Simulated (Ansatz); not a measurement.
Input for Ansatz (development build ahead of 0.2.0):

```yaml
crystal:
  periodic: [false, false, false]
  atoms:
    - { symbol: C, position_ang: [0.45174, 0.0, 0.0] }
    - { symbol: H, position_ang: [1.02265, 0.59437, 0.59437] }
    - { symbol: H, position_ang: [1.02265, -0.59437, -0.59437] }
    - { symbol: F, position_ang: [-0.26421, 0.71292, -0.71292] }
    - { symbol: F, position_ang: [-0.26421, -0.71292, 0.71292] }
basis:
  gaussian: { orbitals: cc-pVTZ }
hamiltonian:
  xc: hf
correlation:
  method: mp2
  frozen_orbitals: { C: 1, F: 1, H: 0 }
```

The input is written out in the form of the current development build from the run's settings.

The run gave:

| Item | Value |
| --- | --- |
| Converged | yes |
| Reference energy | -237.96732 hartree |
| Correlation energy | -0.66258 hartree |
| Total energy | -238.62991 hartree |
| Spin squared of the determinant | 0.000 |

Caution: no unrestricted run beside it, a lower state can exist.
